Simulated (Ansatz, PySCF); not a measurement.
System: ammonia, NH₃ (charge 0, singlet). SMILES: N
Geometry from a B3LYP-D3(BJ)/def2-TZVP (Ansatz, a program for electronic structure) optimisation:
```xyz
4

N      0.0022    -0.0038     0.1116
H     -0.0020     0.9512    -0.2281
H      0.8095    -0.4644    -0.2929
H     -0.8232    -0.4600    -0.2599
```
Charge 0, spin multiplicity 1.

Wanted: vertical triplet-singlet gap (E(triplet) - E(singlet); each state is the SCF solution reached for its spin; the molecule has degenerate orbitals, so one determinant may break the symmetry), in eV. Correlated levels leave the core frozen unless marked. Open shells are spin-unrestricted. No spin-orbit coupling. No relativistic terms. Basis-set limits of correlation are two-point, X^-3; Hartree-Fock from the larger set.

| level | program | vertical triplet-singlet gap (eV) |
|---|---|---|
| SVWN5/def2-TZVPD | Ansatz | 6.46 |
| M06-2X/def2-TZVPD | PySCF | [?] |
| B2PLYP/def2-TZVPD | Ansatz | [?] |
| SCS-MP2/def2-SVPD | Ansatz | 6.94 |
| SCS-MP2/def2-TZVPPD | Ansatz | 6.61 |
| CCSD/aug-cc-pVDZ | Ansatz | [?] |
| CCSD/aug-cc-pVTZ | Ansatz | 6.20 |
| CCSD(T)/CBS(def2-TZVPPD,def2-QZVPPD) | Ansatz | 6.46 |

### Question
Fill in the missing entries.

### Answer

- M06-2X/def2-TZVPD, vertical triplet-singlet gap (eV): 6.57
- B2PLYP/def2-TZVPD, vertical triplet-singlet gap (eV): 6.36
- CCSD/aug-cc-pVDZ, vertical triplet-singlet gap (eV): 6.11
